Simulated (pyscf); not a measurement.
**Four-centre exchange: H₂B–Cl (SMILES BCl) + SiH₄ (SMILES [SiH4]) -> H₂B–SiH₃ (SMILES B[SiH3]) + HCl (SMILES Cl)**

Gas phase, singlet surface, charge 0. Bonds broken: B1–Cl2, Si5–H6. Bonds formed: B1–Si5, Cl2–H6. Single points on ωB97X-D3(BJ)/def2-SVP structures (PySCF, gas phase). MP2 and CC: frozen core, UHF for open shells. ΔMP2 is the change of the MP2 total energy from the triple- to the quadruple-zeta basis.

Transition state (Å):

```xyz
9

B      0.6848    -0.8770     0.2911
Cl     2.4640     0.3194    -0.1813
H      1.1708    -1.9143     0.6585
H      0.0407    -0.7780    -0.7200
Si    -0.2934     0.0605     1.8645
H      1.3934     0.3805     0.7482
H      0.4739     0.1263     3.1429
H     -1.4310    -0.8941     2.0162
H     -0.8240     1.4223     1.5621
```

One imaginary mode, 677i cm⁻¹; descent along it reached the two sides named, in the forms told below.

```tsv
bond	change	reactant side (Å)	saddle	product side
B1–Cl2	breaks	1.744	2.195	2.399
Si5–H6	breaks	1.493	2.048	3.2
B1–Si5	forms	3.4	2.076	2.017
Cl2–H6	forms	3.3	1.419	1.289
```

Electronic energies relative to the separated reactants (kcal/mol):

```tsv
level	barrier	reaction energy	reverse barrier
ωB97X-D3(BJ)/def2-TZVP	33.0	+28.4	4.6
PBE/def2-TZVP	25.3	+28.7	-3.4
r²SCAN/def2-TZVP	28.4	+29.8	-1.4
B3LYP-D3(BJ)/def2-TZVP	33.4	+29.7	3.6
PBE0-D3(BJ)/def2-TZVP	27.5	+28.5	-1.0
M06-2X/def2-TZVP	35.2	+30.6	4.6
ωB97M-D3(BJ)/def2-TZVP	34.6	+30.1	4.5
HF/def2-TZVP	56.7	+30.7	25.9
MP2/def2-QZVPP	34.1	+30.6	3.4
CCSD/def2-TZVPP	38.6	+28.5	10.1
CCSD(T)/def2-TZVPP	35.4	+28.9	6.5
CCSD(T)/def2-TZVPP + ΔMP2(QZVPP)	34.9	+28.6	6.2
```

With CCSD(T)/def2-TZVPP + ΔMP2(QZVPP) energies and thermal terms (ideal gas, 1 atm, RRHO with modes under 100 cm⁻¹ raised to 100, one conformer, R ln 2 for rigid chiral ones), in kcal/mol:

```
T (K)   ΔH‡   ΔG‡     ΔH     ΔG
-----  ----  ----  -----  -----
298    34.2  43.3  +28.0  +26.6
600    34.9  52.2  +28.9  +24.8
900    35.8  60.6  +29.5  +22.6
1200   36.5  68.8  +29.9  +20.2
```

On the product side the descent ends in a complex (not fully relaxed), 6.7 kcal/mol under the separated species and 11.3 kcal/mol under the saddle at ωB97X-D3(BJ)/def2-TZVP. At PBE, r²SCAN, PBE0-D3(BJ) the saddle lies under the separated products, which points to a path from their complex (located at ωB97X-D3(BJ) alone), and parting the products costs more than the saddle. The same reactants have a lower exit, to BH₃ + H₃Si–Cl (barrier +11.5 kcal/mol at ωB97M-D3(BJ), against +34.6 kcal/mol here). This is the saddle that the search found; another between the same sides may lie lower. The CCSD(T) − MP2 part came from Ansatz, without density fitting, on the same reference.
